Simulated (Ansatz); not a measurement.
```yaml
crystal:
  periodic: [false, false, false]
  atoms:
    - {symbol: W, position_ang: [0.000000, 0.000000, -0.010026]}
    - {symbol: O, position_ang: [0.000000, 0.000000, -1.700541]}
    - {symbol: F, position_ang: [0.000000, 0.000000, 1.710568]}
basis:
  gaussian: {orbitals: def2-TZVP}
magnetization: {spin_polarized: true, initial_magnetization: 3}
hamiltonian: {xc: pbe0}
relax: {f_tol: 0.004, max_steps: 80}
```

```sh
$ ansatz run in.yaml --threads 1 --pin off --events-out ev --progress --plain --max-ram 2176MiB
```

Steps of the relaxation (energy above the last step; positions in Å, forces in eV/Å):

```
3
step 1, 737.3 meV
W     0.000    0.000   -0.010    0.000    0.000   -6.326
O     0.000    0.000   -1.701    0.000    0.000   -2.380
F     0.000    0.000    1.711    0.000    0.000    8.706
```

```
3
step 2, 36.4 meV
W     0.000    0.000   -0.048    0.000    0.000   -2.118
O     0.000    0.000   -1.776    0.000    0.000    0.928
F     0.000    0.000    1.823    0.000    0.000    1.190
```

```
3
step 3, 3.6 meV
W     0.000    0.000   -0.063    0.000    0.000   -0.704
O     0.000    0.000   -1.778    0.000    0.000    0.431
F     0.000    0.000    1.841    0.000    0.000    0.273
```

```
3
step 4, 0.0 meV
W     0.000    0.000   -0.070    0.000    0.000    0.006
O     0.000    0.000   -1.776    0.000    0.000   -0.004
F     0.000    0.000    1.847    0.000    0.000   -0.002
```

```
3
step 5, 0.0 meV
W     0.000    0.000   -0.070    0.000    0.000    0.000
O     0.000    0.000   -1.776    0.000    0.000    0.000
F     0.000    0.000    1.847    0.000    0.000    0.000
```

Close pairs at the end: W1–O2 1.706 Å, W1–F3 1.917 Å.

A stationary point of unrestricted PBE0 after 5 steps, with ⟨S²⟩ = 3.785 against 3.75 for a pure state; no frequencies were run, so it isn't proven a minimum. 23 s on 1 thread of Intel Xeon Platinum 8375C, shared host.
